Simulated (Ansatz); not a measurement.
# AlNH₂ (triplet): from Hartree-Fock to the top rungs, cc-pVTZ

The task here is to estimate one member of a computed series from the others.

The runs use Ansatz 0.2.0, Gaussian basis; cc-pVTZ, core rule «outside noble gas», up to 6 orbitals frozen.

The runs, in order: UHF; CCSD(T) on ROHF; CCSD(T) on UHF; BCCD(T) on ROHF; CCSDT(Q) on ROHF; CCSDT(Q) on UHF.

16 further runs of the same task are left out: 10 for a known fault of the program, 6 set aside as unsound or not needed.

**The geometry**

The geometry is a PBE0/def2-TZVP stationary point (not a proven minimum).

4 atoms, charge 0, spin multiplicity 3.

Atoms are counted from 1 here; the program's logs count them from 0.

Bond lengths: Al1–N2 1.771 Å, N2–H3 1.007 Å, N2–H4 1.007 Å. Angles: Al1–N2–H3 124.1°, Al1–N2–H4 124.1°, H3–N2–H4 111.7°.

Set-up of the first run:

in.yaml

```yaml
crystal:
  periodic: [false, false, false]
  atoms:
    - {symbol: Al, position_ang: [0.000000, 0.000000, 0.686473]}
    - {symbol: N, position_ang: [0.000000, 0.000000, -1.084932]}
    - {symbol: H, position_ang: [0.000000, 0.833405, -1.649784]}
    - {symbol: H, position_ang: [0.000000, -0.833405, -1.649784]}
basis:
  gaussian: {orbitals: cc-pVTZ}
magnetization: {spin_polarized: true, initial_magnetization: 2}
hamiltonian: {xc: hf}
output: {orbitals: {seedname: orbitals}}
```

Run with:

```bash
ansatz run in.yaml --threads 1 --pin off --events-out ev --progress --plain --max-ram 2816MiB --backend cpu
```

Among the steps run: UHF; CCSD(T) on ROHF; CCSD(T) on UHF; BCCD(T) on ROHF; CCSDT(Q) on ROHF; CCSDT(Q) on UHF.

One table of the session follows, with a row left open; its other results are not shown here.

| method | from UCCSDT(Q) (kJ/mol) |
| --- | --- |
| ROHF | ? |
| UHF | +729.0 |
| RMP2 | +64.1 |
| UMP2 | +63.1 |
| RCCSD | +30.5 |
| UCCSD | +30.4 |
| RCCSD(T) | +2.9 |
| UCCSD(T) | +2.7 |
| BCCD(T) | +2.8 |
| RCCSDT | +1.7 |
| UCCSDT | +1.6 |
| RCCSDT(Q) | +0.3 |
| UCCSDT(Q) | 0 |

**Question.** Estimate the row for ROHF.

As computed: from UCCSDT(Q) (kJ/mol): +731.0. In the column «from UCCSDT(Q) (kJ/mol)» it is the highest.

With the free atoms at the same levels and basis (separate runs), the atomisation energy is 9.418 eV at UCCSDT(Q), 9.416 eV at RCCSD(T), 9.413 eV at UCCSD(T), 6.584 eV at ROHF.

To keep in mind: Restricted and unrestricted rows rest on different reference determinants; where their highest levels disagree by more than a few hundredths of an eV, they describe different states and don't form one ladder.
